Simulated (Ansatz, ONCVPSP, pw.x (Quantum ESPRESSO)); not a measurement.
iron (Fe): one change to the ONCV potential, in the atom and in the bcc crystal

```
Element                 : iron
Generator               : ONCVPSP 4.0.1
Type                    : optimised norm-conserving Vanderbilt (ONCV)
Functional              : PBE
Relativity              : scalar-relativistic
Frozen core             : [Ne]
Valence charge          : 16
Reference configuration : 3s2 3p6 3d6 4s2
Partial waves           : 3s+4s: rc 1.60 bohr, ncon 3, nbas 7, qcut 6.5 1/bohr, 2 projectors; 3p: rc 0.95 bohr, ncon 4, nbas 9, qcut 9 1/bohr, 2 projectors, debl 3.1 Ha; 3d: rc 1.85 bohr, ncon 5, nbas 10, qcut 8.7 1/bohr, 1 projector
Local potential         : polynomial inside 0.75 bohr (lpopt 1, dvloc0 3 Ha)
Core correction         : Teter function, fcfact 4.5, rcfact 1.1
```

Change: d: rc 1.96.

Cutoffs, loose and tight: the cutoffs (Ha) at which the residual kinetic energy of the hardest occupied pseudo-wave falls to 1 and 0.1 mHa per electron. They do not see the model core or the augmentation charge, which bear on the density cutoff. Test errors are all-electron minus pseudo excitation energies from the reference, over the configurations 3s2 3p6 3d6 4s1; 3s2 3p6 3d6 4s0; 3s2 3p6 3d5 4s0; 3s2 3p6 3d6 4s1 4p1; variants that change the core or the reference have their own tests.

Crystal test: bcc Fe in pw.x 7.5, no spin, 17³ k-points, Fermi–Dirac smearing 0.01 Ry, cutoffs set for each file from its atomic test. The reference is all-electron LAPW (Ansatz 0.2.0) with the same functional, mesh and smearing; V0 and B0 come from Birch–Murnaghan fits to the pressures at five volumes. Errors are pseudo minus all-electron; Δ is the rms difference of the E(V) curves that follow from these fits, minima aligned, over ±6 % about the mean V0. Mesh and smearing are coarse, so the numbers serve the comparison and aren't converged zero-temperature values; the lattice is a test structure that the element need not adopt. Spin polarisation and strong correlation are left out, which matters for this element.

All-electron: a0 = 2.765 Å (V0 = 10.56 Å³/atom), B0 = 260.5 GPa.

Q: Does the change bring the crystal closer to the all-electron result?

A: The mean pressure error goes from +2.11 to +2.54 GPa, so the change moves the solid further from the all-electron pressures.

```json
{"quantity": "outcome (atom)", "base": "generated", "changed": "generated"}
{"quantity": "cutoff, loose (atom)", "base": "31 Ha", "changed": "31 Ha"}
{"quantity": "cutoff, tight (atom)", "base": "64 Ha", "changed": "64 Ha"}
{"quantity": "bound ghosts (atom)", "base": "none", "changed": "none"}
{"quantity": "largest test error (meV) (atom)", "base": "-5.7", "changed": "-3.2"}
{"quantity": "cutoffs in pw.x (Ry)", "base": "150/600", "changed": "150/600"}
{"quantity": "a0 (Å)", "base": "2.772", "changed": "2.773"}
{"quantity": "a0 error (%)", "base": "+0.26", "changed": "+0.32"}
{"quantity": "B0 error (%)", "base": "-0.5", "changed": "-0.7"}
{"quantity": "Δ (meV/atom)", "base": "4.7", "changed": "5.7"}
{"quantity": "mean pressure error (GPa)", "base": "+2.11", "changed": "+2.54"}
```

Base: The free energy does not fall steadily as the cutoff rises, most likely since the density grid, which shrinks with it, is too coarse for the model core; the lower cutoffs are not converged. Changed file: The free energy does not fall steadily as the cutoff rises, most likely since the density grid, which shrinks with it, is too coarse for the model core; the lower cutoffs are not converged.
